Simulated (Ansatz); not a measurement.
`C/C=C/CCC` + H–F → `C/C=C/CF` + `CC`  (substitution at a C–C bond)

Gas-phase electronic energies from Ansatz, PBE0-D4/def2-TZVP geometries. CBS: MP2 limit from def2 TZ/QZ plus the TZ coupled-cluster correction, frozen cores. This one scheme is used for every species. Double bonds are as drawn, so ΔE can hold a change between cis and trans. DFT in def2-TZVPP. Each species was taken in one conformer, which may not be the lowest.

CCSD(T)/CBS gives +12.2 kcal/mol.

(1) Another level gave +11.2 kcal/mol. Which?
A. ωB97M-V/def2-TZVPP
B. MP2/def2-TZVPP
C. HF/def2-TZVPP
D. CCSD(T)/def2-TZVPP

Largest T1 diagnostic among the species: 0.010.

## Answers

(1) D. CCSD(T)/def2-TZVPP 11.2, ωB97M-V 8.9, MP2/def2-TZVPP 14.1, HF/def2-TZVPP 3.9 kcal/mol.

From r2SCAN to r2SCAN0 (25 % exact exchange), in def2-TZVPP and without D4, ΔE moves by +1.1 kcal/mol. Leaving LDA and LC-ωPBE aside and taking each functional with its dispersion term where it has one, the values, not all of them listed here, spread over 3.8 kcal/mol, from CAM-B3LYP-D4 to PBE-QIDH. LDA lies +2.8 kcal/mol from PBE without D4.
